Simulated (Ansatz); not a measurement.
# AlH₄ (doublet): from Hartree-Fock to the top rungs at distance Al1–H4 along a hydrogen transfer = 1.630 Å, cc-pVTZ

The task here is to estimate one member of a computed series from the others.

Method: cc-pVTZ, core rule «outside noble gas», up to 5 orbitals frozen; program: Ansatz 0.2.0, Gaussian basis.

Plan: UHF; CCSD(T) on ROHF; CCSD(T) on UHF; BCCD(T) on ROHF; CCSDT(Q) on ROHF; CCSDT(Q) on UHF; CASSCF and MRCISD+Q, 3 electrons in 3 orbitals; CASSCF and NEVPT2, 3 electrons in 3 orbitals.

9 further runs of the same task are left out: 9 for a known fault of the program.

### The system

The geometry derives from fragments relaxed apart (PBE0/def2-TZVP) and kept rigid, so it is no stationary point. A hydrogen atom is moved between rigid fragments.

5 atoms, charge 0, spin multiplicity 2.

Atoms are counted from 1 here; the program's logs count them from 0.

Bond lengths: Al1–H2 1.586 Å, Al1–H3 1.586 Å, Al1–H4 1.630 Å. Angles: H2–Al1–H3 120.0°, H2–Al1–H4 120.0°, H3–Al1–H4 120.0°.

Set-up of the first run:

in.yaml reads:

```yaml
crystal:
  periodic: [false, false, false]
  atoms:
    - {symbol: Al, position_ang: [-0.087171, 0.000000, 0.000000]}
    - {symbol: H, position_ang: [-0.880094, 1.373384, 0.000000]}
    - {symbol: H, position_ang: [-0.880094, -1.373384, 0.000000]}
    - {symbol: H, position_ang: [1.542829, 0.000000, 0.000000]}
    - {symbol: H, position_ang: [2.550829, 0.000000, 0.000000]}
basis:
  gaussian: {orbitals: cc-pVTZ}
magnetization: {spin_polarized: true, initial_magnetization: 1}
hamiltonian: {xc: hf}
output: {orbitals: {seedname: orbitals}}
```

The run is started by

```bash
$ ansatz run in.yaml --threads 1 --pin off --events-out ev --progress --plain --max-ram 2816MiB --backend cpu
```

Steps of the session up to this table: UHF; CCSD(T) on ROHF; CCSD(T) on UHF; BCCD(T) on ROHF; CCSDT(Q) on ROHF; CCSDT(Q) on UHF; CASSCF and MRCISD+Q, 3 electrons in 3 orbitals; CASSCF and NEVPT2, 3 electrons in 3 orbitals.

One table of the session follows, with a row left open; its other results are not shown here.

```
       method  from UCCSDT(Q) (meV)
         ROHF               +3870.0
          UHF               +3708.1
         RMP2                +825.4
         UMP2                +836.1
        RCCSD                 +87.8
        UCCSD                 +84.5
     RCCSD(T)                 +20.0
     UCCSD(T)                 +20.1
      BCCD(T)                 +19.7
       RCCSDT                  +2.2
       UCCSDT                     ?
    RCCSDT(Q)                  +0.5
    UCCSDT(Q)                     0
  CASSCF pair               +3347.4
  NEVPT2 pair                +828.6
  MRCISD pair                +208.4
MRCISD+Q pair                  -6.5
```

Q: Estimate the row for UCCSDT from the others.

The run gave: from UCCSDT(Q) (meV): +1.7. In the column «from UCCSDT(Q) (meV)» it lies between RCCSDT(Q) (+0.5) and RCCSDT (+2.2).

Caveats from the session: Restricted and unrestricted rows rest on different reference determinants; where their highest levels disagree by more than a few hundredths of an eV, they describe different states and don't form one ladder.
